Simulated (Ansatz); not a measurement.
For 1T (CdI2-type) TiS2, PBE-D4 in Ansatz (PAW) gives:

| Item | Value |
|---|---|
| equilibrium lattice constant a | 3.376 Å |
| lattice parameter c | 5.631 Å |

What does PBE0-D4 (Ansatz, a first-principles code, PAW) give for the same quantities?


- lattice constant a: 3.378 Å (is nearly the same)
- lattice parameter c: 5.681 Å (rises by 0.9 %)

For comparison: lattice constant a 3.407 Å (measured, temperature not stated, not corrected to a static lattice; as tabulated in Chianelli et al. (1975), doi:10.1016/0025-5408(75)90100-2); lattice parameter c 5.695 Å (measured, temperature not stated, not corrected to a static lattice; as tabulated in Chianelli et al. (1975), doi:10.1016/0025-5408(75)90100-2).

Changes are worked out from the printed values.

Unless a cell is named, each level is at its own relaxed cell (PBE-D4 18.53, PBE0-D4 18.72 Å³/atom).

Caveats: hybrids on metals are sensitive to the k mesh and can open a false gap (PBE0-D4). Ansatz's density-functional and Hartree–Fock values are scalar-relativistic unless marked +SOC, with PAW data made under PBE.
